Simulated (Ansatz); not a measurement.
Energy needed to pull apart SiPH$_{5}$ (SMILES [SiH3]P), closed shell, into free ground-state atoms, from the structure below (displaced at random from a GFN2-xTB minimum); no zero-point or spin–orbit terms; open-shell atoms are treated unrestricted, in their ground-state multiplicity.

```csv
atom,x (Å),y (Å),z (Å)
Si1,-0.5821,-0.3556,-0.3867
P2,1.0837,-0.0533,0.9578
H3,-1.8078,-0.6052,0.3942
H4,-0.2548,-1.5126,-1.2147
H5,-0.9158,0.7920,-1.2490
H6,0.5697,1.3327,1.2964
H7,1.7720,0.4370,-0.0525
```

Program: Ansatz 0.2.0. Basis: def2-TZVPP. Cores are frozen in the correlated methods.

| method | atomization energy (kcal/mol) |
| --- | --- |
| PBE-D4 | 444.6 |
| r2SCAN-D4 | 448.8 |
| B97M-V | 457.3 |
| PBE0-D4 | 443.6 |
| HSE06-D4 | ? |
| wB97M-V | 453.9 |
| HF | ? |
| MP2 | 427.3 |
| CCSD | 433.3 |
| CCSD(T) | 437.2 |

What does HSE06-D4 give? (To be estimated.)

Computed: 443.7 kcal/mol, which is about 6.5 kcal/mol more than CCSD(T)/def2-TZVPP.

What does HF give? (To be estimated.)

By the calculation: 329.1 kcal/mol, which is about 108.1 kcal/mol less than CCSD(T)/def2-TZVPP.

In triple zeta the MP2 and coupled-cluster atomization energies are still short of their basis limit by a few kcal/mol a bond, whereas those of the functionals are nearly converged, so these differences are not deviations from converged CCSD(T).

T1 diagnostic: at most 0.014.

For scale, one of the runs: CCSD(T)/def2-TZVPP forces, 154 basis functions, launched by `ansatz run in.yaml --threads 4 --pin off --events-out ev --progress --plain --max-ram 5222MiB`. Time: 16 s of wall clock on 4 CPU threads of an Intel Xeon 6975P-C; the host was shared. Peak host memory: 1.9 GiB.
